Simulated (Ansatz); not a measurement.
**C2Si: ionisation energy by level of theory**

An exercise on one series of results from a longer session: the logs are not shown, and one member is left open.

Program: Ansatz 0.2.0, Gaussian basis. Level of theory: unrestricted cation, the program's frozen cores in correlated methods. These are calculated values, not measurements.

Levels to be run: UKS PBE-D4/def2-TZVPP; UKS r2SCAN-D4/def2-TZVPP; UKS PBE0-D4/def2-TZVPP; UKS B3LYP-D4/def2-TZVPP; UKS wB97X-V/def2-TZVPP; UKS wB97M-V/def2-TZVPP; UKS B2PLYP/def2-TZVPP; UHF-CCSD(T)/def2-TZVPP; UHF-CCSD(T)/def2-QZVPP; extrapolation to the limit; then −ε(HOMO) from the neutral's earlier runs with LDA (SPW92), PBE-D4, revPBE-D4, BLYP-D4, r2SCAN-D4, B97M-V, PBE0-D4, B3LYP-D4, r2SCANh-D4, r2SCAN0-D4, HSE06-D4, BHLYP-D4, CAM-B3LYP-D4, LC-ωPBE, ωB97X-V, ωB97M-V.

## Structure used throughout

All runs share one geometry, relaxed beforehand with PBE0-D4 in a triple-zeta def2 set.

3 atoms, charge 0, spin multiplicity 1.

Atoms are counted from 1 here; the program's logs count them from 0.

Bond lengths: C1–C2 1.278 Å, C2–Si3 1.690 Å. Angles: C1–C2–Si3 180.0°.

The first run:

Input file in.yaml:

```yaml
crystal:
  periodic: [false, false, false]
  atoms:
    - {symbol: C, position_ang: [-1.097950, 0.728313, -0.516243]}
    - {symbol: C, position_ang: [-0.106623, 0.070290, -0.050177]}
    - {symbol: Si, position_ang: [1.204573, -0.798613, 0.566419]}
basis:
  gaussian: {orbitals: def2-TZVPP}
total_charge: 1
magnetization: {spin_polarized: true, initial_magnetization: 1}
hamiltonian: {xc: pbe, dispersion: d4}
```

Started as:

```
> ansatz run in.yaml --threads 2 --pin off --events-out ev --progress --plain --max-ram 32768MiB --backend cpu
```

Among the steps run: Cation, UKS PBE-D4/def2-TZVPP; Cation, UKS r2SCAN-D4/def2-TZVPP; Cation, UKS PBE0-D4/def2-TZVPP; Cation, UKS B3LYP-D4/def2-TZVPP; Cation, UKS wB97X-V/def2-TZVPP; Cation, UKS wB97M-V/def2-TZVPP; Cation, UKS B2PLYP (frozen core)/def2-TZVPP; Cation, UHF-CCSD(T)/def2-TZVPP; Cation, UHF-CCSD(T)/def2-QZVPP.

One of the session's tables, all rows but one given; the rest of the session is left out.

Orbital estimates, from the neutral's runs:

```
  functional  −ε(HOMO) (eV)
 LDA (SPW92)           6.41
      PBE-D4           6.35
   revPBE-D4           6.32
     BLYP-D4           6.26
   r2SCAN-D4           6.72
      B97M-V           6.84
     PBE0-D4              ?
    B3LYP-D4           7.61
  r2SCANh-D4           7.27
  r2SCAN0-D4           8.08
    HSE06-D4           7.44
    BHLYP-D4           9.27
CAM-B3LYP-D4           9.31
     LC-ωPBE          10.71
     ωB97X-V          10.35
     ωB97M-V          10.18
```

**Question.** Estimate the row for PBE0-D4.

The run gave: −ε(HOMO) (eV): 7.85. In the column «−ε(HOMO) (eV)» it lies between B3LYP-D4 (7.61) and r2SCAN0-D4 (8.08).
